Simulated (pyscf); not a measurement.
# Hydrogen abstraction: HO–GeH₂–Cl + H• → HO–GeH•–Cl + H₂

Gas phase, doublet surface, charge 0. Bonds broken: Ge1–H6. Bonds formed: H3–H6. Single points on ωB97X-D3(BJ)/def2-SVP structures (PySCF, gas phase).

Transition state (Å):

```xyz
7

Ge    -0.5196     0.4868    -0.4920
Cl     0.5670     1.0077    -2.2830
H      1.3734     0.3167     1.7132
H     -1.6532     1.5129    -0.3533
O     -1.1430    -1.1578    -0.6619
H      0.4960     0.4258     0.7224
H     -1.6591    -1.3013    -1.4644
```

One imaginary mode, 838i cm⁻¹; descent along it reached the two sides named.

```csv
bond,change,reactant side (Å),saddle,product side
Ge1–H6,breaks,1.524,1.584,3.5
H3–H6,forms,3.4,1.328,0.761
```

Electronic energies relative to the separated reactants (eV):

| level | barrier | reaction energy | reverse barrier |
|---|---|---|---|
| ωB97X-D3(BJ)/def2-TZVP | 0.15 | -0.88 | 1.04 |
| PBE/def2-TZVP | -0.03 | -1.07 | 1.04 |
| r²SCAN/def2-TZVP | -0.08 | -1.07 | 0.99 |
| B3LYP-D3(BJ)/def2-TZVP | -0.04 | -1.13 | 1.09 |
| PBE0-D3(BJ)/def2-TZVP | 0.04 | -0.92 | 0.96 |
| M06-2X/def2-TZVP | 0.18 | -1.06 | 1.24 |
| ωB97M-D3(BJ)/def2-TZVP | 0.15 | -0.98 | 1.14 |
| HF/def2-TZVP | 0.43 | -0.60 | 1.03 |

With ωB97M-D3(BJ)/def2-TZVP energies and thermal terms (ideal gas, 1 atm, RRHO with modes under 100 cm⁻¹ raised to 100, one conformer, R ln 2 for chiral ones without a mode under 150 cm⁻¹), in eV:

```
T (K)   ΔH‡   ΔG‡     ΔH     ΔG
-----  ----  ----  -----  -----
298    0.10  0.37  -0.94  -1.00
600    0.08  0.66  -0.95  -1.07
900    0.08  0.95  -0.97  -1.12
1200   0.07  1.24  -1.00  -1.17
```

At PBE, r²SCAN, B3LYP-D3(BJ) this geometry lies under the reactants; that is no barrier but a single point on another level's saddle; such a level's own saddle, if it has one, lies nearer that side and is low. One saddle was located; it need not be the lowest between these sides. The angle at the transferred H is 177°. Elements up to Kr have no core potential and no relativistic terms here.
